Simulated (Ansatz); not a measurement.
CH6Si (SMILES C[SiH3]) moved off its minimum; all values from Ansatz (a first-principles code), cores frozen in correlated methods.
(charge 0, multiplicity 1)
```xyz
8

Si    -0.62164     0.07619    -0.01201
C      1.24310    -0.14608     0.01697
H     -1.21751    -0.79487    -1.02783
H     -0.96588     1.47110    -0.31746
H     -1.21190    -0.23591     1.29485
H      1.50904    -1.19949     0.25618
H      1.65458     0.45003     0.80373
H      1.69203     0.08580    -0.92721
```

```tsv
level	largest force (eV/Å)	on atom	rms difference from CCSD(T)/cc-pV(T+d)Z (eV/Å)	dipole (D)
HF/def2-TZVPP	1.56	C2	0.107	0.69
PBE/def2-TZVPP	1.51	C2	0.123	0.79
r2SCAN/def2-TZVPP	1.53	C2	0.056	0.79
B3LYP/def2-TZVPP	1.49	C2	0.019	0.74
wB97M-V/def2-TZVPP	1.52	C2	0.050	0.74
MP2/cc-pV(T+d)Z	1.52	C2	0.052	0.70
CCSD(T)/cc-pV(T+d)Z	1.50	C2	0.000	0.70
```

The differences count from one level among others, with limits of its own. Forces at CCSD(T)/cc-pV(T+d)Z (eV/Å):

```csv
atom,Fx,Fy,Fz
Si1,0.279,0.022,-0.038
C2,-0.494,-1.361,0.398
H3,-0.190,-0.185,-0.220
H4,-0.059,0.252,-0.107
H5,-0.082,-0.127,0.256
H6,-0.229,0.514,-0.159
H7,0.455,0.574,0.412
H8,0.321,0.312,-0.542
```
